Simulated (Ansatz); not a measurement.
# NO⁺, singlet: the ladder up to full CI

Geometry: that of the NO⁺, triplet, kept fixed.

```xyz
2

N     0.0000    0.0000    0.0000
O     0.0000    0.0000    1.2679
```

Basis 6-31G; Ansatz 0.2.0. Correlated methods freeze the noble-gas cores, which leaves 10 electrons in 16 orbitals. R marks a restricted (for open shells ROHF) determinant, U an unrestricted one. Active spaces: valence = (10e, 8o) chosen from the atoms' valence shells.

Full CI is exact within this basis and frozen core; it isn't the basis-set limit. The frozen core follows each run's orbitals, which can shift R against U totals by a few meV.

Unrestricted rows (U) aren't spin-pure: their determinants' ⟨S²⟩ exceeds S(S+1) by up to 1.19, so they mix in states of higher spin.

The UHF ⟨S²⟩ is 1.191, the T1 diagnostic (RCCSD) is 0.0375 and the largest doubles amplitude (RCCSD) is 0.162.

| level | E − E(full CI) (kcal/mol) | share of correlation (%) | wall time |
| --- | --- | --- | --- |
| RHF | 207.89 | 0.00 | – |
| UHF | 172.64 | 16.96 | – |
| RMP2 | -21.12 | 110.16 | – |
| UMP2 | 64.72 | 68.87 | – |
| CISD | 32.41 | 84.41 | 0.27 s |
| RCCSD* | 15.01 | 92.78 | – |
| UCCSD* | 12.04 | 94.21 | – |
| RCCSD(T)* | 2.52 | 98.79 | 0.33 s |
| UCCSD(T)* | 6.46 | 96.89 | 0.72 s |
| BCCD(T)* | 2.03 | 99.02 | 0.42 s |
| RCCSDT | 2.79 | 98.66 | – |
| UCCSDT | 3.26 | 98.43 | – |
| CISDTQ | 3.62 | 98.26 | 1.7 s |
| RCCSDT(Q) | -0.08 | 100.04 | 0.84 s |
| UCCSDT(Q) | -0.14 | 100.07 | 3.7 s |
| RCCSDTQ | 0.72 | 99.65 | 6.5 s |
| UCCSDTQ | 0.63 | 99.70 | 43 s |
| CASSCF (valence space) | 45.98 | 77.88 | – |
| NEVPT2 (valence space) | 10.29 | 95.05 | 1.2 s |
| MRCISD (valence space) | 1.44 | 99.31 | – |
| MRCISD+Q (valence space) | 0.40 | 99.81 | 1.9 s |

An asterisk marks runs whose energy the program itself flagged as in doubt.

The correlation energy at full CI, counted from RHF, is -9.015 eV. That run took 26 s on 1 thread of Arm Neoverse V1, shared host over 4,777,056 determinants.

Times hold each run's SCF and search for its determinant on a shared host, so for small cases they say little of a method's own cost; they ran on 1 thread of Arm Neoverse V1.

More than 5 meV below full CI, which no variational method can be: RMP2, UCCSDT(Q).

The full-CI state has the irrep A1 of C2v, in the program's axes (one component, if the state is degenerate).

Natural occupations of full CI about the gap: 1.988 1.966 1.942 1.869 1.869 0.138 0.138 0.054 0.010 0.007; effectively unpaired electrons, Σ n²(2−n)², 0.28.
